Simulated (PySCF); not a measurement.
H3N, SMILES N. Atoms are numbered in the order given.

```xyz
4

N      0.0000     0.0000     0.1179
H     -0.8179    -0.4722    -0.2751
H      0.0000     0.9445    -0.2751
H      0.8179    -0.4722    -0.2751
```
Charge 0, spin multiplicity 1.

Coordinates come from a PBE-D3(BJ)/def2-TZVPD optimisation.

Method: PBE/def2-TZVPD (PySCF).

Symmetry labels are those of the subgroup Cs that the program uses (full group C3v).

Computed valence orbital energies around the gap with their symmetry:
```csv
orbital,symmetry,energy (eV)
HOMO−4,A',-380.02
HOMO−3,A',-21.10
HOMO−2,A",-11.20
HOMO−1,A',-11.20
HOMO,A',-6.17
LUMO,A',-0.34
LUMO+1,A',1.85
LUMO+2,A",1.85
LUMO+3,A',3.17
```
